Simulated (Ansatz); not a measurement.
**BPH4 (SMILES BP): levels of theory compared**

We compute a comparison of 6 runs (PBE/STO-3G, PBE0/STO-3G, revPBE/STO-3G, CCSDT(Q)/STO-3G, CCSD/STO-3G, UCCSD(T)/STO-3G) of BPH4. 

The results are computed with Ansatz 0.2.0.

53 further runs of the same task are left out: 53 set aside as unsound or not needed.

### Step 1. The molecule

BPH4 has 6 atoms, charge 0, and is taken as a singlet. SMILES: `BP`. The H5–P2 distance was set to 3.446 Å, away from the relaxed value. At this shape a bond of the SMILES string is far longer than usual.

Bond lengths: B1–P2 1.841 Å, B1–H3 1.169 Å, B1–H4 1.169 Å, P2–H6 1.378 Å. Angles: B1–P2–H6 103.7°, P2–B1–H3 119.5°, P2–B1–H4 119.5°, H3–B1–H4 120.3°.

### Step 2. A single-point energy at PBE/STO-3G (run 1)

Input file input.yaml:

```yaml
crystal:
  periodic: [false, false, false]
  atoms:
    - symbol: B
      position_ang: [-0.327903, -1.453394, 2.073951]
    - symbol: P
      position_ang: [0.048177, 0.343336, 2.214701]
    - symbol: H
      position_ang: [-1.108023, -1.936624, 2.798001]
    - symbol: H
      position_ang: [0.328667, -2.126304, 1.379141]
    - symbol: H
      position_ang: [0.599110, 1.319050, -1.043720]
    - symbol: H
      position_ang: [-1.192833, 0.926766, 2.353281]
basis:
  gaussian: {orbitals: STO-3G}
hamiltonian: {xc: {name: PBE}}
accuracy: high
```

Launch:

```console
$ ansatz run input.yaml --threads 1 --pin off --max-ram 2610MiB --events-out events.jsonl --progress --plain --runs-dir runs
```

Standard output:

```text
Warning: RAYON_NUM_THREADS=1 ignored (pool sized by the plan → 1); use --threads N
Functional definition: PBE
  name "PBE"
  parameter kappa = 0.804
  parameter beta = 0.06672455060314922
  exchange = pbe_x(kappa = kappa, mu = beta*pi^2/3)
  correlation = pbe_c(beta = beta)
308 factors; integrals over basis functions are off by at most 5.2e-9 eV
mean field evaluation 1: about -9893.2166 eV, gradient 2.2e1 eV
mean field evaluation 2: about -9887.6293 eV, gradient 3.4e1 eV
mean field evaluation 4: about -9895.1995 eV, gradient 2.0e1 eV
mean field evaluation 8: about -9895.1509 eV, gradient 2.0e1 eV
mean field evaluation 16: about -9903.3418 eV, gradient 1.9e-7 eV
mean field -9903.34180076 eV, -363.9410984516 hartree, gradient 2.0e-8 eV, S^2 0.000000; 0 other end points of the search recorded, 0 dependent functions left out
reference -9903.34180283 eV, -363.9410985279 hartree; 12, 12 occupied and 6, 6 virtual orbitals, 308 factors
Total energy: -9903.34180283 eV, -363.9410985279 hartree
```

Run time: 0.76 s. Hardware: 1 thread of AMD EPYC 7R13 (Zen 3), shared host.

### Step 3. A single-point energy at PBE0/STO-3G (run 2)

Input file in.yaml:

```yaml
crystal:
  periodic: [false, false, false]
  atoms:
    - {symbol: B, position_ang: [-0.327903, -1.453394, 2.073951]}
    - {symbol: P, position_ang: [0.048177, 0.343336, 2.214701]}
    - {symbol: H, position_ang: [-1.108023, -1.936624, 2.798001]}
    - {symbol: H, position_ang: [0.328667, -2.126304, 1.379141]}
    - {symbol: H, position_ang: [0.599110, 1.319050, -1.043720]}
    - {symbol: H, position_ang: [-1.192833, 0.926766, 2.353281]}
basis:
  gaussian:
    orbitals: STO-3G
hamiltonian:
  xc: {name: PBE0}
accuracy: high
```

Launch:

```console
$ ansatz run in.yaml --threads 1 --pin off --max-ram 2610MiB --events-out events.jsonl --progress --plain --runs-dir runs
```

Standard output:

```text
Warning: RAYON_NUM_THREADS=1 ignored (pool sized by the plan → 1); use --threads N
Functional definition: PBE0
  name "PBE0"
  parameter a = 0.25
[... 2 set-up lines as earlier in the session ...]
  exchange = (1 - a)*pbe_x(kappa = kappa, mu = beta*pi^2/3) + a*exact_x
[... 1 set-up line as earlier in the session ...]
308 factors; integrals over basis functions are off by at most 5.2e-9 eV
mean field evaluation 1: about -9895.4441 eV, gradient 1.9e1 eV
mean field evaluation 2: about -9891.4113 eV, gradient 2.7e1 eV
mean field evaluation 4: about -9896.5827 eV, gradient 1.8e1 eV
mean field evaluation 8: about -9899.5789 eV, gradient 2.0e1 eV
mean field evaluation 16: about -9904.1177 eV, gradient 6.6e-8 eV
mean field -9904.11766187 eV, -363.9696108216 hartree, gradient 6.6e-8 eV, S^2 0.000000; 0 other end points of the search recorded, 0 dependent functions left out
reference -9904.11766342 eV, -363.9696108788 hartree; 12, 12 occupied and 6, 6 virtual orbitals, 308 factors
Total energy: -9904.11766342 eV, -363.9696108788 hartree
```

Run time: 0.7 s. Hardware: 1 thread of AMD EPYC 7R13 (Zen 3), shared host.

Runs 3 to 5 aren't shown in full; the table further down has their settings and results.

### Step 4. The energy at UCCSD(T)/STO-3G (run 6)

Input file molecule.yaml:

```yaml
crystal:
  periodic: [false, false, false]
  atoms:
    - symbol: B
      position_ang: [-0.327903, -1.453394, 2.073951]
    - symbol: P
      position_ang: [0.048177, 0.343336, 2.214701]
    - symbol: H
      position_ang: [-1.108023, -1.936624, 2.798001]
    - symbol: H
      position_ang: [0.328667, -2.126304, 1.379141]
    - symbol: H
      position_ang: [0.599110, 1.319050, -1.043720]
    - symbol: H
      position_ang: [-1.192833, 0.926766, 2.353281]
basis:
  gaussian: {orbitals: STO-3G}
scf: {omitted_lower_state_checks: [cluster_reference, increment]}
correlation: {method: ccsd_t, frozen_orbitals: {B: 1, H: 0, P: 5}}
accuracy: high
magnetization: {spin_polarized: true}
```

Launch:

```console
$ ansatz run molecule.yaml --threads 1 --pin off --max-ram 2610MiB --events-out events.jsonl --progress --plain --runs-dir runs
```

Standard output:

```text
Warning: RAYON_NUM_THREADS=1 ignored (pool sized by the plan → 1); use --threads N
[... 15 lines left out ...]
6 core orbitals not correlated: weight in the atoms' cores, before any rotation towards them, 1.000 or more for the frozen orbitals, at most 0.000 for the correlated occupied ones
[... 43 lines left out ...]
Total energy: -9892.08608178 eV, -363.5274584086 hartree
Checks for a lower state left out: cluster_reference, increment
```

It took 0.3 s on 1 thread of AMD EPYC 7R13 (Zen 3), shared host.

### Step 5. The series

```tsv
run	level	frozen core orbitals	energy (Eh)	wall time
1	PBE/STO-3G	–	-363.941099	0.76 s
2	PBE0/STO-3G	–	-363.969611	0.7 s
3	revPBE/STO-3G	–	-364.099664	0.82 s
4	CCSDT(Q)/STO-3G	6	-363.528703	0.3 s
5	CCSD/STO-3G	6	-363.520774	0.14 s
6	UCCSD(T)/STO-3G	6	-363.527458	0.3 s
```

### Step 6. Results

```
                                          quantity          value
                               run 6: total energy  -363.52746 Eh
run 6: correlation energy (6 core orbitals frozen)      -85.3 mEh
                             run 6: (T) correction      -1.22 mEh
          run 6: ⟨S²⟩ of the reference determinant          1.002
                              run 6: T1 diagnostic          0.025
```

What this shows: Totals of different functionals can't be ranked against each other. In run 5 the T1 diagnostic is large, so a single reference may not serve. In runs 4, 5 the log says that unrestricted orbitals would lower the reference, so the values rest on an unstable closed-shell determinant (other closed-shell runs at this shape may share the fault). In runs 1, 2, 3, 4, 5, 6 the basis is minimal, so the values are rough. Spin contamination of the reference: run 6 ⟨S²⟩ = 1.00. Where it is this large, the reference is a mixture of spin states, and values that rest on it are in doubt. All runs together took 3 s, the longest 0.82 s.
